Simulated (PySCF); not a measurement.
## Spin states of SiCl⁺

Unrestricted PBE0; PySCF, no relativity, basis sets Si def2-TZVP, Cl def2-TZVP. Outer shells of the fragments: Si+ 3s2 3p1; Cl 3s2 3p5.

Followed along the bond (rough minima from three points):

```json
{"2Ms+1": "1", "unpaired": "none", "⟨S²⟩ at the start": "0.00", "R at minimum (Å)": "1.96", "Te (eV)": "0.00"}
{"2Ms+1": "3", "unpaired": "σ ↑, π ↑", "⟨S²⟩ at the start": "2.01", "R at minimum (Å)": "1.99", "Te (eV)": "3.63"}
```

Solutions found at the starting distance of 2.185 Å, counted from the lowest of them; the search is not exhaustive and high or unbound solutions are not listed, so other states can lie among these:

| 2Ms+1 | unpaired | term | E (eV) | ⟨S²⟩ | ⟨Lz²⟩ | μ (D) |
| --- | --- | --- | --- | --- | --- | --- |
| 1 | none | ¹Σ⁺ | 0.00 | 0.00 | 0.00 | -4.90 |
| 3 | σ ↑, π ↑ | ³Π | 3.43 | 2.01 | 1.01 | -4.25 |
| 3 | π ↑↑ | mixed | 4.03 | 2.01 | 2.02 | -0.81 |
| 3 | π ↑↑ | mixed | 4.23 | 2.01 | 2.02 | -0.81 |
| 1 | π ↑↓ | mixed | 4.25 | 1.01 | 2.02 | -0.82 |
| 3 | σ ↑↑ | ³Σ⁺ | 6.25 | 2.01 | 0.00 | -3.82 |

A term symbol is given only where ⟨S²⟩ and ⟨Lz²⟩ are close to those of a pure state; real π, δ and φ orbitals otherwise mix terms. A positive dipole points towards Cl; it is taken about the centre of mass and depends on that origin.

**Question.** Compare the gap between the two lowest followed solutions at the starting distance with the gap between their minima.

**Answer.** At PBE0 the second solution (triplet, unpaired electrons σ ↑, π ↑) lies +3.43 eV from the first (singlet, closed shell) at 2.185 Å and +3.63 eV at the minima; the two curves relax by different amounts, since their minima lie near 1.99 and 1.96 Å.

Counting both spins, an empty level lies below a filled one in some of these solutions, because spin and occupation are held.
